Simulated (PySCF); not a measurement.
**How well do the runs reproduce experiment for CS?**

**Measured values to compare with.**

From NIST CCCBDB Release 22 (SRD 101), experimental dipoles, for the gas: dipole moment (microwave Stark effect, vibrational ground state) 1.958 ± 0.005 D.

Liu, Meijer, Perez-Rios, Phys. Chem. Chem. Phys. 22 (2020) 24191 lists, for the gas: dipole moment 1.958 D.

The results are set against them at the end.

Compound: CS.
Atom-mapped SMILES: `[C-:1]#[S+:2]`

Cartesian coordinates in Å at the PBE/def2-TZVP level; atoms count from 1:
```xyz
2
CS angstrom
C      0.7649    0.0004   -0.0013
S     -0.7815    0.0088   -0.0114
```

The PySCF runs (gas phase, on this PBE/def2-TZVP geometry; no spin–orbit coupling):

```tsv
level	job	basis functions	wall time
PBE/def2-TZVP, grid level 1	geometry optimisation from a GFN2-xTB start	68	3.4 s
```

Hardware: one thread of an Intel Xeon Platinum 8375C at 2.90 GHz, on a shared host.

Results beside the measurements:

**Dipole moment.** Measured: 1.958 D (NIST CCCBDB Release 22 (SRD 101), experimental dipoles) and 1.958 D (Liu, Meijer, Perez-Rios, Phys. Chem. Chem. Phys. 22 (2020) 24191). Differences are taken against the first.

| level | computed (D) | computed − measured (D) | % (from the printed values) |
| --- | --- | --- | --- |
| PBE/def2-TZVP | 1.927 | -0.031 | -2 |

The computed dipoles belong to one fixed geometry; measured ones are averaged over vibrations unless marked μe. Magnitudes are compared, not signs.

No measured geometry was used, and the causes of the misses weren't examined.
